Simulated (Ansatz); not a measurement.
```yaml
crystal:
  periodic: [false, false, false]
  atoms:
    - {symbol: Nb, position_ang: [0.000000, 0.000000, 0.000000]}
    - {symbol: F, position_ang: [0.000000, 0.000000, 2.020000]}
basis:
  gaussian: {orbitals: def2-TZVP}
magnetization: {spin_polarized: true, initial_magnetization: 2}
hamiltonian: {xc: pbe0}
relax: {f_tol: 0.004, max_steps: 80}
```

```sh
$ ansatz run in.yaml --threads 1 --pin off --events-out ev --progress --plain --max-ram 2176MiB
```

Steps of the relaxation (energy above the last step; positions in Å, forces in eV/Å):

```
2
step 1, 290.2 meV
Nb    0.000    0.000    0.000    0.000    0.000    2.835
F     0.000    0.000    2.020    0.000    0.000   -2.835
```

```
2
step 2, 15.4 meV
Nb    0.000    0.000    0.075    0.000    0.000    0.840
F     0.000    0.000    1.945    0.000    0.000   -0.840
```

```
2
step 3, 1.5 meV
Nb    0.000    0.000    0.088    0.000    0.000    0.272
F     0.000    0.000    1.932    0.000    0.000   -0.272
```

```
2
step 4, 0.0 meV
Nb    0.000    0.000    0.093    0.000    0.000   -0.013
F     0.000    0.000    1.927    0.000    0.000    0.013
```

```
2
step 6, 0.0 meV
Nb    0.000    0.000    0.093    0.000    0.000    0.000
F     0.000    0.000    1.927    0.000    0.000    0.000
```

Close pairs at the end: Nb1–F2 1.834 Å.

A stationary point of unrestricted PBE0 after 6 steps, with ⟨S²⟩ = 2.778 against 2.00 for a pure state. 1.8 min on 1 thread of AMD EPYC 7R43, shared host.
